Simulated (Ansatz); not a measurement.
# Other spins and charges of HSeGe, doublet at one geometry

Geometry (PBE0/def2-TZVP stationary point for this spin, not checked as a minimum):

```yaml
atoms:
  - { symbol: Ge, position_ang: [0.0000, -0.4514, 1.6394] }
  - { symbol: Se, position_ang: [0.0000, -0.5019, -0.6961] }
  - { symbol: H, position_ang: [0.0000, 0.9534, -0.9433] }
```

Basis cc-pVDZ; Ansatz 0.2.0. Only valence electrons are correlated (noble-gas cores and the filled d shells of p-block atoms frozen). Prefix R: restricted or restricted open-shell reference; prefix U: unrestricted. Active spaces: valence = (11e, 9o) chosen from the atoms' valence shells. No spin–orbit coupling is included, and no scalar relativity.

Gaps are energies of the second state less the first, at fixed atoms, for a selection of the levels run; each method lands on the state that its own search finds for that charge and spin.

HF rows: UHF is the lowest solution found. Coupled cluster chose its determinant by a search with trial CCSD, here up to 0.17 eV above the lowest Hartree–Fock solution of its kind, and MP2 stands on that determinant too. For open shells CISD is restricted-active-space CI with the open shells as a complete middle space.

Removing an electron, to the triplet: 9.427 eV at UCCSDTQ.

```
                   level  gap (eV)  error (meV)
                    UMP2     9.465           38
                   UCCSD     9.429            2
                UCCSD(T)     9.437           10
                 BCCD(T)     9.445           18
                  UCCSDT     9.428            1
               UCCSDT(Q)     9.427            0
  CASSCF (valence space)     8.698         -729
  NEVPT2 (valence space)     9.308         -119
  MRCISD (valence space)     9.352          -75
MRCISD+Q (valence space)     9.450           23
```

Removing an electron, to the singlet: 7.104 eV at UCCSDTQ.

```
                   level  gap (eV)  error (meV)
                     UHF     7.129           25
                    CISD     7.139           35
                   UCCSD     7.150           46
                UCCSD(T)     7.110            6
                 BCCD(T)     7.109            5
                  UCCSDT     7.107            3
MRCISD+Q (valence space)     7.109            5
                     PBE     7.315          211
                  B2PLYP     7.246          142
                 RPA-PBE     7.205          101
```

Q: PBE gives 2.860 eV for quartet less doublet. Estimate what UCCSDTQ gives in cc-pVDZ.

A: UCCSDTQ in cc-pVDZ gives 2.570 eV, so against it PBE is off by 0.290 eV, of which a good part can be the reference's own basis and frozen-core error.

```json
{"level": "UHF", "gap (eV)": "1.996", "error (meV)": "-574"}
{"level": "UMP2", "gap (eV)": "2.485", "error (meV)": "-85"}
{"level": "CISD", "gap (eV)": "2.425", "error (meV)": "-145"}
{"level": "UCCSD", "gap (eV)": "2.526", "error (meV)": "-44"}
{"level": "UCCSD(T)", "gap (eV)": "2.562", "error (meV)": "-8"}
{"level": "BCCD(T)", "gap (eV)": "2.578", "error (meV)": "8"}
{"level": "UCCSDT", "gap (eV)": "2.567", "error (meV)": "-3"}
{"level": "UCCSDT(Q)", "gap (eV)": "2.571", "error (meV)": "1"}
{"level": "CASSCF (valence space)", "gap (eV)": "2.396", "error (meV)": "-174"}
{"level": "NEVPT2 (valence space)", "gap (eV)": "2.609", "error (meV)": "39"}
{"level": "MRCISD (valence space)", "gap (eV)": "2.586", "error (meV)": "16"}
{"level": "MRCISD+Q (valence space)", "gap (eV)": "2.618", "error (meV)": "48"}
{"level": "r2SCAN", "gap (eV)": "2.705", "error (meV)": "135"}
{"level": "PBE0", "gap (eV)": "2.737", "error (meV)": "167"}
{"level": "B3LYP", "gap (eV)": "2.949", "error (meV)": "379"}
{"level": "r2SCAN0", "gap (eV)": "2.621", "error (meV)": "51"}
{"level": "wB97M-V", "gap (eV)": "2.844", "error (meV)": "274"}
{"level": "B2PLYP", "gap (eV)": "2.829", "error (meV)": "259"}
{"level": "RPA-PBE", "gap (eV)": "2.673", "error (meV)": "103"}
```

In so small a basis the reference is far from its limit while semilocal and hybrid functionals are nearer theirs (RPA and double hybrids share part of the reference's basis error), so the functionals' errors here hold much of the reference's basis and frozen-core error, which can add to them or hide them.

Full CI isn't at hand for all of this; UCCSDTQ serves as the reference, and is uncertain by the last step of the cluster series or more. The frozen core follows each run's orbitals, which can shift R against U totals by a few meV for light atoms and by up to 0.1 eV past Ca.
